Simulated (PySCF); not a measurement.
## Removing an electron from `Cn1ccnc1`

Species: C4H6N2.
Cartesian coordinates in Å at the PBE0-D3(BJ)/def2-SVP level; atoms count from 1:
```
atom  x, y, z in Å
C1    -1.6684   -0.2979    0.1426
N2    -0.2600   -0.0430   -0.0095
C3     0.7440   -0.9782   -0.0497
C4     1.9099   -0.2597   -0.1778
N5     1.6439    1.0789   -0.2149
C6     0.3423    1.1747   -0.1108
H7    -1.8962   -0.7058    1.1396
H8    -2.0211   -1.0084   -0.6195
H9    -2.2200    0.6431    0.0178
H10    0.5416   -2.0449    0.0131
H11    2.9262   -0.6462   -0.2472
H12   -0.2357    2.1001   -0.1046
```

Level: CAM-B3LYP/def2-SVPD (PySCF). Frontier orbitals with their largest atomic shares (Löwdin; up to four atoms above 4 %):

```csv
orbital,ε (eV),main atoms
HOMO−3,-12.72,"C4 28 %, H11 17 %, N5 13 %, C1 10 %"
HOMO−2,-9.15,"N5 34 %, N2 29 %, C4 11 %, C6 8 %"
HOMO−1,-9.10,"N5 66 %, C4 11 %, C6 10 %, N2 4 %"
HOMO,-7.89,?
LUMO,1.12,"C1 36 %, H9 11 %, H8 11 %, H7 11 %"
LUMO+1,1.58,"C6 19 %, N2 18 %, C3 17 %, C4 10 %"
LUMO+2,2.12,"C3 23 %, H10 19 %, C4 19 %, H11 11 %"
```

Task: What vertical ionisation energy does ΔSCF give, and how far is −ε(HOMO) from it?

Result: ΔSCF: 8.76 eV (845 kJ/mol; threshold wavelength 142 nm); ⟨S²⟩ of the doublet left behind is 0.766, against 0.75 for a pure doublet. −ε(HOMO) is 7.89 eV, 0.87 eV below it. In exact Kohn–Sham theory the two would be equal; CAM-B3LYP (range-separated hybrid) falls short of its own ΔSCF value by 10 %. Holes in the HOMO−1 and HOMO−2 were tried too where these lie within 1.2 eV of the HOMO; the lowest converged state counts.

Task: On which atoms does the HOMO lie?

Result: C3 (aromatic CH next to a ring nitrogen) 28 %, C4 (aromatic CH next to a ring nitrogen) 25 %, C6 (aromatic CH next to a ring nitrogen) 21 %, N2 (pyrrole-type nitrogen) 10 %, so no atom holds as much as 40 %. The HOMO−1 lies 1.21 eV lower.

Task: How many of the 10 lowest singlet excitations (vertical TDDFT, same level) lie below the ionisation energy?

Result: All 10; they run from 6.32 to 7.90 eV.

Task: Shift the occupied levels rigidly so that −ε(HOMO) equals the ΔSCF value. What binding energies result?

Result: The shift is +0.87 eV: HOMO 8.76, HOMO−1 9.97, HOMO−2 10.02, HOMO−3 13.59 eV. A rigid shift is only a rough guide to the deeper ionisations.

Geometry: PBE0-D3(BJ)/def2-SVP; no solvent, vibrations or thermal averaging.
